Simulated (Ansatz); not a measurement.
A nudged elastic band was laid between two geometries of C$_{3}$H$_{3}$FO (8 atoms, charge 0, multiplicity 1).

The calculation used Ansatz, RKS PBE-D4/cc-pVDZ.

```yaml
movable_images: 5
climbing_image: yes
spring: 5.0 eV/Å²
optimiser: quadratic models (default)
start_path: IDPP
force_threshold: 0.03 eV/Å
iteration_limit: 56
end_points: relaxed
```

First end point:

```xyz
8
Properties=species:S:1:pos:R:3
O -0.706 1.664 0.586
C -0.077 0.513 0.305
C 1.012 -0.223 0.465
C -0.071 -0.771 -0.412
F 0.105 -0.778 -1.812
H -1.579 1.631 0.142
H 2.011 -0.387 0.874
H -0.695 -1.649 -0.149
```

Last end point:

```xyz
8
Properties=species:S:1:pos:R:3
O -1.151 1.439 0.267
C -0.289 0.420 0.161
C 0.870 -0.172 0.421
C -0.099 -0.883 -0.478
F 0.159 -0.940 -1.859
H -0.712 2.140 0.796
H 1.859 -0.196 0.885
H -0.638 -1.808 -0.192
```

(1) What changes between the two ends?

(2) What energy profile does the band end with?

(3) What is the geometry of the highest image?

(4) What are the harmonic wavenumbers there?

The band took 7 iterations and of the order of 110 core-seconds.

## Answers

(1) No bond is made or broken. The dihedral H6–O1–C2–C4 goes from 4 to -175°.

(2) It converged. The highest image is number 3 of 0 to 6, 0.294 eV above the ends, which have the same energy within 2 meV. A vibrational analysis at the climbing image gives one clearly imaginary mode, 486i cm⁻¹: a first-order saddle point.

| image | path coordinate (Å) | energy (eV) | dihedral H6–O1–C2–C4 (°) |
| --- | --- | --- | --- |
| 0 | 0.00 | 0.000 | 4 |
| 1 | 0.35 | 0.067 | -30 |
| 2 | 0.71 | 0.211 | -64 |
| 3 | 1.06 | 0.294 | -95 |
| 4 | 1.39 | 0.211 | -122 |
| 5 | 1.72 | 0.060 | -148 |
| 6 | 2.05 | 0.000 | -175 |

(3) 
```xyz
8
Properties=species:S:1:pos:R:3
O -1.098 1.355 0.758
C -0.233 0.398 0.339
C 0.991 -0.098 0.351
C -0.075 -0.886 -0.366
F -0.068 -0.906 -1.772
H -1.117 2.061 0.080
H 2.053 -0.063 0.617
H -0.453 -1.863 -0.006
```

(4) 486i, 214, 361, 463, 580, 740, 752, 912, 944, 984, 1082, 1156, 1248, 1288, 1804, 3032, 3184, 3650 cm⁻¹.

The run took 110 s on 1 thread of Intel(R) Xeon(R) Platinum 8259CL CPU @ 2.50GHz (Skylake/Cascade Lake), on a shared host, peak memory 0.18 GiB.
